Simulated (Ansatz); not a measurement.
One change: `[SiH3][SiH2][SiH3]` becomes `B[SiH2][SiH3]`.

Ansatz, PBE0-D4/def2-TZVP geometries, multiplicity 1. 

| property | `[SiH3][SiH2][SiH3]` |
| --- | --- |
| HOMO energy (PBE0/def2-TZVPP) / eV | -8.03 |
| size of the dipole moment (ωB97M-V/def2-TZVPP) / D | 0.10 |
| LUMO energy (PBE/def2-TZVPP) / eV | -1.05 |
| LUMO energy (PBE0/def2-TZVPP) / eV | -0.23 |
| HOMO–LUMO gap (ωB97M-V/def2-TZVPP) / eV | 11.48 |
| HOMO–LUMO gap (PBE/def2-TZVPP) / eV | 5.93 |

Problem. Give the same properties after the change, and the shifts. (Estimate.)

Solution. Ansatz gave: 
```json
{"property": "HOMO energy (PBE0/def2-TZVPP) / eV", "`B[SiH2][SiH3]`": "-7.96", "shift": "0.07"}
{"property": "size of the dipole moment (ωB97M-V/def2-TZVPP) / D", "`B[SiH2][SiH3]`": "0.28", "shift": "0.18"}
{"property": "LUMO energy (PBE/def2-TZVPP) / eV", "`B[SiH2][SiH3]`": "-3.44", "shift": "-2.39"}
{"property": "LUMO energy (PBE0/def2-TZVPP) / eV", "`B[SiH2][SiH3]`": "-2.49", "shift": "-2.26"}
{"property": "HOMO–LUMO gap (ωB97M-V/def2-TZVPP) / eV", "`B[SiH2][SiH3]`": "9.38", "shift": "-2.10"}
{"property": "HOMO–LUMO gap (PBE/def2-TZVPP) / eV", "`B[SiH2][SiH3]`": "3.45", "shift": "-2.48"}
```

With PBE0 the HOMO rises by 0.07 eV and the LUMO falls by 2.26 eV, so the gap narrows by about 2.33 eV. PBE moves the HOMO by 0.08 eV and ωB97M-V by 0.03 eV. The zero-point energy changes by -12.8 kJ/mol with -3 modes. Dipoles are sizes alone; their direction can turn.
